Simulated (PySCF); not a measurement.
Compound: (E)-diazene, N₂H₂.
Atom-mapped SMILES: `[H]/[N:2]=[N:3]/[H]` (hydrogens: H1 on N2; H4 on N3)

Geometry (PBE0-D3(BJ)/def2-SVP, Å), atoms numbered from 1 in this order:
```
atom  x, y, z in Å
H1    -0.2452   -0.5178    1.2242
N2     0.0958    0.2138    0.5695
N3    -0.0958   -0.2138   -0.5695
H4     0.2452    0.5178   -1.2242
```

All values: B3LYP/def2-SVPD (PySCF, non-relativistic), on one gas-phase PBE0-D3(BJ)/def2-SVP geometry that isn't relaxed in the solvent. The solvent is an IEF-PCM continuum (Bondi radii, 1.10 Å for H, scaled by 1.2), and excitations are vertical TDDFT with non-equilibrium linear response and a frozen core. Specific hydrogen bonds and non-electrostatic terms are outside this model.

Gas-phase singlets (H = HOMO, L = LUMO):

```
state  E (eV)  λ (nm)      f  leading configurations
   S1   3.201     387  0.000                H→L 100%
   S2   6.632     187  0.000              H→L+1 100%
   S3   7.223     172  0.093              H→L+2 100%
   S4   8.693     143  0.015               H-2→L 99%
   S5   9.589     129  0.310    H-1→L 63%, H→L+3 33%
```

Task: Give the list for tetrahydrofuran (ε = 7.426), n² = 1.97.

Result: 
| state | E (eV) | λ (nm) | f | leading configurations | change by rank (eV) |
| --- | --- | --- | --- | --- | --- |
| S1 | 3.223 | 385 | 0.000 | H→L 100% | +0.022 |
| S2 | 6.802 | 182 | 0.000 | H→L+1 100% | +0.170 |
| S3 | 7.591 | 163 | 0.107 | H→L+2 100% | +0.368 |
| S4 | 8.723 | 142 | 0.019 | H-2→L 99% | +0.030 |
| S5 | 9.334 | 133 | 0.391 | H-1→L 57%, H→L+3 40% | -0.255 |

Task: What are the lowest 5 singlets in methanol (ε = 32.61)?

Result: 
```
state  E (eV)  λ (nm)      f  leading configurations  change by rank (eV)
   S1   3.236     383  0.000                H→L 100%               +0.035
   S2   6.849     181  0.000              H→L+1 100%               +0.217
   S3   7.687     161  0.102              H→L+2 100%               +0.464
   S4   8.737     142  0.019               H-2→L 99%               +0.044
   S5   9.349     133  0.389    H-1→L 54%, H→L+3 43%               -0.240
```

Task: The ground-state energy changes by -0.189 eV from gas to methanol. By how much does the total energy of gas-phase S1 change?

Result: E(S1) = E(S0) + excitation energy, so it changes by -0.189 + 0.035 = -0.154 eV: it is lowered less than the ground state, which is what a blue shift means. This is the vertical state, with the slow part of the continuum still set for S0.

Task: How do the frontier levels move from gas to methanol?

Result: 
| orbital | gas (eV) | solvent (eV) | change (eV) | Löwdin shares, gas | Löwdin shares, solvent |
| --- | --- | --- | --- | --- | --- |
| LUMO+2 | 1.49 | 2.05 | +0.56 | H4 42 %, H1 42 %, N3 8 %, N2 8 % | H1 42 %, H4 42 %, N2 8 %, N3 8 % |
| LUMO+1 | 1.03 | 1.31 | +0.28 | N2 28 %, N3 28 %, H1 22 %, H4 21 % | N2 31 %, N3 31 %, H1 19 %, H4 19 % |
| LUMO | -1.87 | -1.79 | +0.08 | N2 46 %, N3 46 % | N3 46 %, N2 46 % |
| HOMO | -6.89 | -6.87 | +0.02 | N2 42 %, N3 42 %, H1 8 %, H4 8 % | N2 42 %, N3 42 %, H1 8 %, H4 8 % |
| HOMO-1 | -11.19 | -11.10 | +0.09 | N3 46 %, N2 46 %, H4 4 %, H1 4 % | N2 46 %, N3 46 % |
| HOMO-2 | -12.27 | -12.27 | 0.00 | N3 45 %, N2 45 %, H4 5 %, H1 5 % | N3 45 %, N2 45 %, H4 5 %, H1 5 % |
| HOMO-3 | -13.64 | -13.46 | +0.18 | N2 38 %, N3 38 %, H1 12 %, H4 12 % | N3 38 %, N2 38 %, H4 12 %, H1 12 % |

The HOMO–LUMO gap goes from 5.02 to 5.08 eV.
